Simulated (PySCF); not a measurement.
# A diatomic session: SO−

Aim: find the lowest electronic state of SO−, scan its bond at several levels of theory, and get bond length, wavenumber and dissociation energy from each curve.

Program: PySCF 2.14.0. Level of theory: S aug-cc-pVDZ-DK, O aug-cc-pVDZ-DK, spin-free X2C with a Gaussian nucleus. These are calculated values, not measurements.

### 1 Input

The job is set up so:

```yaml
atoms: S, O
charge: -1
basis: S aug-cc-pVDZ-DK, O aug-cc-pVDZ-DK
Hamiltonian: spin-free X2C with a Gaussian nucleus
basis_functions: 50
electrons_treated: 25
masses_in_u: 31.9721, 15.9949
levels: PBE0, PBE, r²SCAN, B2PLYP, BHandHLYP, B3LYP, HSE06, HF, MP2, SCS-MP2, CCSD, CCSD(T)
grid: 80 radial by 434 angular points
occupations: held fixed by the projection of orbital angular momentum
dissociation_limit: S− + O, each in its ground configuration
starting_distance_in_angstrom: 1.685
values_of_2S_to_try: 1, 3
```

Started as:

```sh
OMP_NUM_THREADS=1 python dia.py task.json out
```

After this run come: First curve: PBE0; Excited determinants; PBE (GGA); r²SCAN (meta-GGA); B2PLYP (double hybrid); BHandHLYP (global hybrid GGA); B3LYP; HSE06; UHF; Adding correlation.

Before running it: what results should come out? Wanted: for each run, Re; ωe; De; μ.

As calculated:

Lowest PBE0 solution found, without spin–orbit coupling: ²Π (doublet), unpaired electrons π ↑. State 2 has its PBE0 minimum 2.26 eV higher. The other levels ran on the lowest alone.

| level | Re (Å) | ωe (cm⁻¹) | De (eV) | μ (D) |
| --- | --- | --- | --- | --- |
| UHF | 1.596 | 811 | 1.25 | -0.24 |
| UHF-CCSD | 1.631 | 861 | 3.52 | n/a |
| UHF-CCSD(T) | 1.638 | 848 | 3.73 | n/a |
| PBE | 1.637 | 838 | 4.75 | -0.38 |
| r²SCAN | 1.623 | 867 | 4.29 | -0.34 |
| B3LYP | 1.626 | 860 | 4.14 | -0.52 |
| PBE0 | 1.610 | 904 | 4.14 | -0.45 |
| HSE06 | 1.611 | 898 | 4.11 | -0.45 |
| BHandHLYP | 1.599 | 924 | 3.42 | -0.56 |
| B2PLYP | 1.629 | 873 | 4.07 | -0.59 |

De is counted to S− + O in their ground configurations. A positive dipole points from S to O; in an ion it is taken about the centre of mass and does not tell which atom is negative. No constants: UHF-MP2 (the points don't follow one smooth fit); UHF-SCS-MP2 (the points don't follow one smooth fit).

**Reading.** Bond lengths run from 1.596 Å (UHF) to 1.638 Å (UHF-CCSD(T)). Among the levels with a De in the table, it runs from 1.25 eV (UHF) to 4.75 eV (PBE).

Correlated steps freeze 6 core orbitals. B2PLYP dipoles, levels and charges come from its SCF part alone. T1 is 0.039 near the minimum (highest on the curve 0.085), which may point to more than one leading configuration. With some functionals the highest level of the anion is positive, from self-interaction error or because the anion is truly unbound there; the finite basis then holds the extra electron, and no neutral molecule was run to test the binding.
